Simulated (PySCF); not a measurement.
Compound: C₅H₅F.
Numbering: `[F:1][C:2]1=[CH:3][CH2:4][CH:5]=[CH:6]1` (hydrogens: H7 on C3; H8, H9 on C4; H10 on C5; H11 on C6)

Computed by this run: PBE0-D3(BJ)/def2-SVP geometry optimisation, gas phase (PySCF 2.14.0); density fitting, grid level 1; the optimiser is geomeTRIC in internal coordinates, started from a GFN2-xTB structure with every atom displaced at random (about 0.01 Å).

Step 1: E = -7967.5399 eV
```
atom  x, y, z in Å  |  force x, y, z in eV/Å
F1      2.5354    0.2861   -0.2454    0.489  -0.138   0.537
C2      1.2586    0.0959    0.0257   -0.266   0.336  -0.661
C3      0.5859   -1.0672    0.0429   -0.304  -0.062  -0.022
C4     -0.8741   -0.7146    0.0045    0.088  -0.153   0.049
C5     -0.9035    0.7796    0.0527   -0.176   0.056   0.029
C6      0.3584    1.2435    0.0870    0.077   0.127  -0.048
H7      0.9937   -2.0736   -0.0112    0.045  -0.018  -0.100
H8     -1.4781   -1.1619    0.8100   -0.034  -0.072   0.093
H9     -1.3181   -1.0822   -0.9453    0.027   0.039   0.117
H10    -1.8202    1.3757    0.0395    0.084  -0.067   0.083
H11     0.6965    2.2810    0.1354   -0.029  -0.048  -0.076
```

Step 2: E = -7967.6193 eV
```
atom  x, y, z in Å  |  force x, y, z in eV/Å
F1      2.5686    0.2614   -0.1274   -0.022  -0.030   0.246
C2      1.2588    0.1048    0.0041   -0.052   0.049  -0.385
C3      0.5787   -1.0580   -0.0006   -0.051  -0.042   0.091
C4     -0.8799   -0.7186    0.0065    0.165   0.044  -0.102
C5     -0.9042    0.7785    0.0465   -0.083   0.084   0.036
C6      0.3574    1.2547    0.0440    0.028  -0.145   0.135
H7      0.9936   -2.0627   -0.0545    0.034   0.008  -0.020
H8     -1.4532   -1.1713    0.8357    0.061   0.011   0.028
H9     -1.3545   -1.0877   -0.9238   -0.054   0.014   0.034
H10    -1.8209    1.3691    0.0687    0.004   0.010   0.030
H11     0.6900    2.2922    0.0964   -0.030  -0.002  -0.093
```

**Question.** Estimate the geometry and energy of step 3. (The exact step hangs on the optimiser's Hessian estimate; all steps are aligned on step 2, rigid shifts and turns removed.)

**Answer.** E = -7967.6335 eV, largest force 0.306 eV/Å
```
atom  x, y, z in Å  |  force x, y, z in eV/Å
F1      2.5727    0.2538   -0.0463   -0.028   0.041  -0.019
C2      1.2565    0.1023   -0.0205    0.015  -0.006   0.035
C3      0.5810   -1.0617   -0.0263   -0.091   0.087  -0.017
C4     -0.8727   -0.7119   -0.0031   -0.163  -0.108  -0.082
C5     -0.9146    0.7858    0.0471    0.212  -0.220  -0.021
C6      0.3518    1.2461    0.0247    0.089   0.205   0.109
H7      1.0012   -2.0652   -0.0693   -0.021   0.013   0.014
H8     -1.4165   -1.1655    0.8449    0.015  -0.020   0.029
H9     -1.3792   -1.0823   -0.9148   -0.058  -0.013   0.016
H10    -1.8292    1.3774    0.0961    0.011  -0.012  -0.019
H11     0.6835    2.2836    0.0633    0.019   0.034  -0.045
```

The energy changes by -0.0141 eV. The first-order estimate −F·Δx gives -0.0387 eV and the mean of the old and new forces, exact on a quadratic surface, -0.0143 eV. The step makes an angle of 55° with the force vector and moves no atom by more than 0.082 Å.

The cost below is that of the whole optimisation. On an Arm Neoverse V2 with one thread, no GPU, shared host, this took 27 s and 0.45 GiB of memory at its peak.
